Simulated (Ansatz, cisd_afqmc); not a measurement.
Species: HO2, charge 0, doublet. HO2 (SMILES [O]O, doublet).
B3LYP-D3(BJ)/def2-TZVP minimum from Ansatz (a first-principles code):
```
O
H 1 0.9780
O 1 1.3260 2 105.56
```
Charge 0, spin multiplicity 2.

Total energies in aug-cc-pVTZ, 13 correlated electrons, 2 frozen orbitals. Radicals and triplets start from unrestricted determinants; spin-orbit coupling is neglected. Cores are frozen in correlated methods. No relativity. The Monte Carlo rows (phaseless AFQMC, CISD trial, step 0.005/hartree) carry one-sigma bars that omit the constraint's bias. Outlying blocks are dropped, and bars are widened where a walk drifts. Over all cases where full CI ran beside it in this data, AFQMC minus full CI had a median of +0.1 mEh and passed +0.4 mEh in a tenth of the cases.

```tsv
method	program	energy (Eh)	minus CCSDT(Q) (mEh)
HF	Ansatz	-150.23950	488.96
MP2	Ansatz	-150.69241	36.06
CCSD	Ansatz	-150.70796	20.50
CCSD(T)	Ansatz	-150.72655	1.92
CCSDT(Q)	Ansatz	-150.72846	0.00
AFQMC/CISD	cisd_afqmc	-150.7269 ± 0.0004	1.6 ± 0.4
```

Rough core times of Ansatz's runs on a shared machine: CCSD(T) 50 s, CCSDT(Q) 70 min.
